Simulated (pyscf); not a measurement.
A first-order saddle from PySCF, ωB97X-D3(BJ)/def2-SVP:

```xyz
9

F     -0.0314     1.3191     0.3521
Mo    -1.4401     0.3448    -0.8573
F     -1.2716    -1.0680    -2.0302
F     -3.1821    -0.0449    -1.2243
F     -1.5773    -0.6231     0.6679
F     -2.2151     1.9200    -0.3781
F     -0.5987     1.2864    -2.1625
H      0.4233     0.3103    -0.1739
H      0.2646    -0.4263    -0.7405
```

Surface: singlet, charge 0. Lowest wavenumbers (cm⁻¹): 1007i, 73, 169, 226, 262.

### Question
What reaction is this the transition state of?

### Answer
F–Mo(F)(F)(F)(F)–F + hydrogen (H₂) ⇌ hydrogen fluoride (HF) + F–MoH(F)(F)(F)–F, a four-centre exchange read from left to right: F–Mo, H–H broken and F–H, H–Mo formed. At ωB97M-D3(BJ)/def2-TZVP it lies +167.5 kJ/mol from the left side and +78.5 kJ/mol from the right (each side as separated species at their lowest minima found). At the saddle there is also a short H–Mo contact that neither side keeps. One saddle was located; it need not be the lowest between these sides. Elements past Kr carry the def2 core potentials, without spin-orbit coupling.
